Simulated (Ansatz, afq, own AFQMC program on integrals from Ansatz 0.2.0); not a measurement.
Two steps: Ansatz 0.2.0 writes the Fock matrix and Cholesky factors of the valence space, and afq projects on them the lowest state that overlaps trial and start.

```yaml
crystal:
  periodic: [false, false, false]
  atoms:
    - {symbol: Al, position_ang: [0.000000, 0.075600, 0.000000]}
    - {symbol: H, position_ang: [0.000000, 0.299239, -2.052236]}
    - {symbol: H, position_ang: [0.000000, 0.299248, 2.052234]}
    - {symbol: H, position_ang: [0.000000, -2.622224, 0.000006]}
basis:
  gaussian: {orbitals: cc-pVDZ}
total_charge: 1
magnetization: {spin_polarized: true, initial_magnetization: 1}
correlation: {method: ccsd_t, electrons: outside_noble_gas, hamiltonian_folder: ham}
```

```sh
$ ansatz run in.yaml --threads 1 --pin off --events-out ev --progress --plain --max-ram 24576MiB --backend cuda --devices 0, --max-vram 18GiB
```

Options of the walk:

```
--method phaseless --trial cisd --walkers 4000 --populations 20 --least-time 60 --time-step 0.005 --steps-per-block 50 --equilibration-blocks 40 --max-blocks 4000 --target-error 0.00027 --factor-cut 1e-05 --start spin_pure --seed 6480 --release-times 0.24,0.51,0.99,1.62,2.4 --release-step 0.03 --release-every 3 --taylor-order 6
```

Times are imaginary, in 1/Eh. The walk had a cap of 122 s. With eight or more populations the least sampling time is a fifth of least-time, and the error comes from their spread.

Output of the walk:

```
orbitals 28  electrons 3 2  factors 183 of 308
reference energy -243.20032569 Eh
CCSD correlation -0.07459101 Eh in 20 cycles, weight of the determinant in the CISD state 0.7465
energy of the start -243.267091 Eh
 block  time / (1/Eh)  mean weight  energy / Eh
     1     0.250  1.0000  -243.269633
     2     0.500  1.0000  -243.271516
     3     0.750  0.9999  -243.272908
     4     1.000  1.0000  -243.274074
     5     1.250  1.0000  -243.274826
     8     2.000  0.9998  -243.276726
    11     2.750  0.9998  -243.277364
    15     3.750  1.0001  -243.278301
    17     4.250  1.0000  -243.278692
    23     5.750  1.0001  -243.278762
    29     7.250  1.0000  -243.279271
    35     8.750  1.0001  -243.279190
    41    10.250  0.9998  -243.279524
    47    11.750  1.0003  -243.279554
    53    13.250  0.9998  -243.279459
    59    14.750  1.0001  -243.279568
    65    16.250  1.0002  -243.279625
    71    17.750  1.0002  -243.279605
    77    19.250  0.9999  -243.279191
    83    20.750  1.0001  -243.279436
    85    21.250  1.0000  -243.279848
    89    22.250  0.9999  -243.279419
error from the spread of 20 populations
released: time / (1/Eh)  energy / Eh  error  mean overlap
  0.24  -243.279518  0.000089  1.0012
  0.51  -243.279573  0.000095  1.0026
  0.99  -243.279690  0.000067  1.0015
  1.62  -243.279776  0.000066  0.9987
  2.40  -243.279839  0.000064  0.9967
energy -243.279413 +/- 0.000085 Eh
(rows thinned)
```

The run passed its tests (sampling time, drift between the halves within three errors, error under three times the target), which doesn't prove that it has relaxed.

Against this walk (error 2.3 meV) on the same determinant: CCSD(T) 46.5 meV higher, CCSDT(Q) 17.9 meV lower, CCSDTQ 18.7 meV lower, full CI 18.7 meV lower. The error is statistical and leaves out the bias of the constraint. The determinant has ⟨S²⟩ = 1.35, so the low cluster orders mix in higher spin, while the walk starts as a pure doublet. The released energies are still falling (meV from the phaseless value at times in 1/Eh: -2.9 ± 2.4 at 0.24, -4 ± 3 at 0.51, -7.6 ± 1.8 at 0.99, -9.9 ± 1.8 at 1.62, -11.6 ± 1.7 at 2.40), so they give no level; they do show a bias of the constraint, and the last of them that isn't too noisy lies 7 meV above full CI. Full CI is exact here, so the walk's 19 meV above it is the walk's own error: the bias of the constraint with this trial. The determinant is a poor start (see the cautions), so the low cluster orders aren't to be relied on, and full CI is the sure value.

Cautions: constraint bias not in the error; strong correlation (T1 0.119, weight of the determinant 0.75, largest double 0.15); unrestricted determinant spin contaminated (⟨S²⟩ 1.35 against 0.75).

The walk took 39 s on 1 × NVIDIA H100 80GB HBM3 with 2 threads of AMD EPYC 7R13 Processor (Zen 3) (shared host) (the card was shared). The log's last line is the phaseless energy.

CCSDT and higher add their correlation energy to the determinant of the CCSD(T) run, since their own runs factorise the integrals more tightly (a shift of under 2 meV).
